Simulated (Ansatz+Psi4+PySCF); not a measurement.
**triplet C₄: levels of theory in one basis**

```yaml
atoms:
  - { symbol: C, position_ang: [1.4907, 1.3047, -0.8811] }
  - { symbol: C, position_ang: [0.6928, 0.6315, -0.0897] }
  - { symbol: C, position_ang: [-0.0928, -0.0315, 0.6897] }
  - { symbol: C, position_ang: [-0.8907, -0.7047, 1.4811] }
```

Basis set: cc-pVTZ (spherical functions). Frozen core: 4 orbitals. Correlation on ROHF uses semicanonical orbitals with singles. Charge 0, multiplicity 3.

Computed with Ansatz (development build ahead of 0.2.0) and PySCF 2.14.0; each method stands on the lowest determinant of its kind that the runs found.

```json
{"method": "ROHF", "E − E(ROHF) (eV)": "0.00", "<S²> of the determinant": "2.00"}
{"method": "UHF", "E − E(ROHF) (eV)": "-0.72", "<S²> of the determinant": "2.23"}
{"method": "ROHF-MP2", "E − E(ROHF) (eV)": "-14.11", "<S²> of the determinant": "–"}
{"method": "UHF-CCSD", "E − E(ROHF) (eV)": "-14.97", "<S²> of the determinant": "2.23"}
{"method": "UHF-CCSD(T)", "E − E(ROHF) (eV)": "-15.90", "<S²> of the determinant": "2.23"}
```

(1) What does UHF-MP2 give on the same scale?

Answers

(1) -13.99 eV.

Caution for ROHF, ROHF-MP2: an unrestricted determinant lies well below; the determinant breaks the point group. Caution for UHF, UHF-MP2, UHF-CCSD, UHF-CCSD(T): the unrestricted determinant is spin contaminated. Caution for ROHF-MP2: another reference gives a lower total. Caution for UHF-MP2, UHF-CCSD, UHF-CCSD(T): large share of triples, a single reference is doubtful. Caution for UHF-CCSD, UHF-CCSD(T): the program doubts this total.
